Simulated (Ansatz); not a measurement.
The same path of C2H7Al + H2 (12 atoms, charge 0, multiplicity 1) was run twice with different band settings. Lost on the way: Al1–C2, H11–H12. Made: Al1–H11, C2–H12.

The calculation used Ansatz, RKS PBE0/6-31G*.

Relaxed end points:

```xyz
12
Properties=species:S:1:pos:R:3
Al -0.091 -0.010 0.389
C 0.082 0.159 2.351
H -0.830 -0.212 2.840
H 0.902 -0.481 2.706
C 0.346 1.605 2.798
H 0.446 1.684 3.888
H 1.271 2.004 2.364
H -0.468 2.280 2.505
H 1.213 -0.084 -0.534
H -1.518 0.102 -0.323
H -0.312 -2.323 0.125
H -0.198 -2.278 0.865
```

```xyz
12
Properties=species:S:1:pos:R:3
Al -0.502 -0.776 -0.146
C 0.408 -0.025 2.387
H -0.591 -0.476 2.303
H 0.962 -0.642 3.102
C 0.318 1.434 2.808
H -0.185 1.527 3.777
H 1.313 1.880 2.902
H -0.250 2.021 2.079
H 0.879 -0.614 -0.931
H -1.518 0.453 -0.089
H -0.961 -2.222 0.347
H 0.971 -0.115 1.437
```

Common settings: spring 5.0 eV/Å²; optimiser quadratic models (default); start path through a guess of the saddle point; force threshold 0.05 eV/Å; iteration limit 60; end points relaxed.

| run | movable images | climbing image |
| --- | --- | --- |
| 1 | 9 | yes |
| 2 | 2 | no |

(1) What does each run give, and how far can it be trusted?

Answers

(1) Run 1: converged after 14 iterations, highest image 1.080 eV above the first end. A vibrational analysis at the climbing image gives 2 clearly imaginary modes (1346i, 67i cm⁻¹): a point of higher order, so a lower path passes nearby.
Run 2: converged after 17 iterations, highest image 0.092 eV above the first end. No image climbed, so the highest image needn't sit at the top of the path. A band with more images between the same ends climbed to 1.08 eV, so this one has probably stepped over the top. So few images can step over the top or miss a turn of the path.
The orbitals stay closed-shell, which can raise the energy where a bond breaks towards radicals; this wasn't checked here.
